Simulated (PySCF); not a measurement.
# Homolysis of acetamide, bond by bond

System: acetamide, `CC(N)=O` (C2H5NO). Non-hydrogen atoms are numbered in `[CH3:1][C:2]([NH2:3])=[O:4]`.

These are calculated values, M06-2X/def2-TZVP in PySCF (grid level 3) at geometries from PBE0-D3(BJ)/def2-SVP. Thermal corrections: PBE0-D3(BJ)/def2-SVP frequencies, unscaled, ideal gas at 298.15 K and 1 bar, quasi-RRHO entropy.

| bond | r / Å | radicals | BDE(298 K) / kJ/mol | BDFE / kJ/mol | D₀ / kJ/mol | Dₑ / kJ/mol |
| --- | --- | --- | --- | --- | --- | --- |
| C1–C2 | 1.514 | CH3• + `N[C]=O` | 370 | 324 | 364 | 392 |
| C1–H | 1.101 | `[CH2]C(N)=O` + H• | 408 | 375 | 403 | 439 |
| C2–N3 | 1.363 | `C[C]=O` + NH2• | 423 | 374 | 417 | 446 |
| N3–H | 1.011 | `CC([NH])=O` + H• | 471 | 438 | 466 | 503 |

Homolysis to relaxed radicals in the gas phase; the table need not hold every single bond outside rings.

Weakest of these: C1–C2 (370 kJ/mol); strongest: N3–H (471 kJ/mol).

Caveats: the order of C1–H and C2–N3 (ΔE differs by -7, ΔH by -15, ΔG by 0 kJ/mol) hangs on zero-point and thermal terms; radicals beside a multiple bond are drawn in one resonance form, and their spin spreads.

Run with `OMP_NUM_THREADS=1 python redox_run.py task.json out` on 1 thread of Arm Neoverse N1, a shared host. Structures, frequencies and single points: 12 min of wall time.
